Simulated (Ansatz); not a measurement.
Two shapes of singlet BNH6.

Shape 1:

```xyz
8

B     0.0000    0.0000   -0.9155
N     0.0000    0.0000    0.7196
H     0.0000   -1.1803   -1.2418
H    -1.0222    0.5901   -1.2418
H     1.0222    0.5901   -1.2418
H     0.0000    0.9514    1.0887
H    -0.8239   -0.4757    1.0887
H     0.8239   -0.4757    1.0887
```

Shape 2:

```xyz
8

B     0.0000    0.0000   -0.8423
N     0.0000    0.0000    0.6620
H     0.0000   -1.0859   -1.1425
H    -0.9404    0.5429   -1.1425
H     0.9404    0.5429   -1.1425
H     0.0000    0.8753    1.0016
H    -0.7580   -0.4376    1.0016
H     0.7580   -0.4376    1.0016
```

Basis set: cc-pVDZ (spherical functions). Correlated methods keep 2 orbitals frozen. Charge 0, multiplicity 1.

Computed with Ansatz (development build ahead of 0.2.0); each method stands on the lowest determinant of its kind that the runs found.

**Question.** Which shape is lower in energy, and by how much in each method?

**Answer.**

```tsv
method	E(2) − E(1) (eV)
RHF	0.989
RHF-MP2	1.147
```

Shape 1 is lower. Caution: no unrestricted run beside it, a lower state can exist.
